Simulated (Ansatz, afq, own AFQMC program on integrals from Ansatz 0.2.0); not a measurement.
The Si2–F3 bond of CH₆ClFGeSi, singlet, worked out

```csv
atom,x (Å),y (Å),z (Å)
C,-0.8062,-1.2675,0.9755
Si,0.5463,-0.5447,-0.0719
F,1.9452,-0.6509,0.7552
Cl,0.7733,-1.7023,-1.7752
Ge,0.2656,1.7165,-0.7454
H,-0.9137,-0.6998,1.9129
H,-0.5723,-2.3142,1.2247
H,-1.7667,-1.2448,0.4388
H,0.1464,2.6370,0.4838
H,1.4662,2.1638,-1.5942
H,-1.0188,1.8499,-1.5835
```

The molecule and both fragments are relaxed with PBE0/def2-SVP; the fragments keep their bonds.

Basis def2-SVP. Only valence electrons are correlated. Ansatz 0.2.0 and our own AFQMC program on the same integrals; the CISD trial comes from CCSD amplitudes, and released means the phaseless constraint is let go. ± is one standard error of the sampling. No spin–orbit coupling.

Total energies in eV. CBS is CCSD(T) at the limit of def2-TZVPP/QZVPP (MP2 extrapolated, CCSD(T) minus MP2 added); the highest rung of each member is named.

Cautions: inner d shell frozen; no relativity below Rb; no spin-orbit coupling; CH₆ClFGeSi (singlet): the released value is read at 0.63 1/Eh with a noise of 16 meV, more than in the cases checked, later times being too noisy (meV from the phaseless value at times in 1/Eh: -6 ± 13 at 0.21, 0 ± 11 at 0.42, -3 ± 16 at 0.63, -10 ± 25 at 0.90); CH₆ClGeSi (doublet): the released value is read at 0.90 1/Eh with a noise of 10 meV, more than in the cases checked (meV from the phaseless value at times in 1/Eh: -17 ± 11 at 0.21, -27 ± 8 at 0.42, -28 ± 10 at 0.63, -32 ± 10 at 0.90).

```tsv
member	count	CCSD(T)/def2-SVP	highest rung in def2-SVP	which	CCSD(T)/CBS
CH₆ClGeSi, doublet	+1	-77965.6473	-77965.7356 ± 0.0104	released AFQMC	-77989.4601
F (doublet)	+1	-2705.7565	-2705.7621	FCI	-2712.1238
CH₆ClFGeSi, singlet	-1	-80677.5595	-80677.6372 ± 0.0158	released AFQMC	-80708.3296
```

Q: Work out the best estimate of the bond energy: the CCSD(T)/CBS difference plus the step from CCSD(T) to the highest rung.

A: Sums with the counts: CCSD(T)/CBS 6.7457 eV, highest rung 6.1395 eV, CCSD(T)/def2-SVP 6.1557 eV. The step is 6.1395 − 6.1557 = -0.0162 eV, so the best estimate is 6.7457 + (-0.0162) = 6.7295 eV = 155.2 kcal/mol, with sampling noise 0.019 eV. The step is under twice that noise, so its sign is open. The basis set is worth 0.590 eV of it. Zero-point, core-correlation and spin–orbit terms aren't in it. Past Ne the Hartree–Fock part of each CBS total tends to overshoot, since the cores don't follow the formula; that largely cancels in the difference.

Best estimates are given only where the step beyond CCSD(T) is under 0.3 eV and no member's determinant is very poor (T1 over 0.05, or 0.07 for open shells, ⟨S²⟩ too high by 0.3, two states mixed), so the hardest cases are missing from such tables.

Each member of a difference takes its own highest rung, so a best estimate needn't equal the limit plus the step of one row. Released energies are given only where the last usable release times agree within the noise; a slower fall can still hide under it.
